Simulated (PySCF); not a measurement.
Question: Write a Z-matrix for `FC1=C(F)CC1` as optimised with PBE0-D3(BJ)/def2-SVP.

Answer: 
Z-matrix in Å and degrees, rows numbered from 1:
```
F 
C   1  1.3161
C   2  1.3363  1  135.37
F   3  1.3161  2  135.32  1    -0.19
C   3  1.4981  2   94.40  1  -179.99
C   2  1.4985  1  130.31  3  -179.91
H   5  1.1016  3  115.83  2  -114.90
H   5  1.1016  3  115.80  2   115.02
H   6  1.1015  2  115.69  1    65.13
H   6  1.1014  2  115.84  1   -65.02
```

The 6 heavy atoms lie in one plane (0.001 Å rms). The 4 C–C bonds span 1.336 Å (C2=C3, drawn double) to 1.564 Å (C5–C6, drawn single), a spread of 0.228 Å. The 4-membered ring C2–C3–C5–C6 has internal angles of 85.6° to 94.4°; it is planar, 0.00 Å rms from its mean plane, widest ring torsion 0°.

Method used: PBE0-D3(BJ)/def2-SVP geometry optimisation, gas phase in PySCF 2.14.0.

Point group: C2v (every atom within 0.08 Å of its image). Stationary, but not proved a minimum.
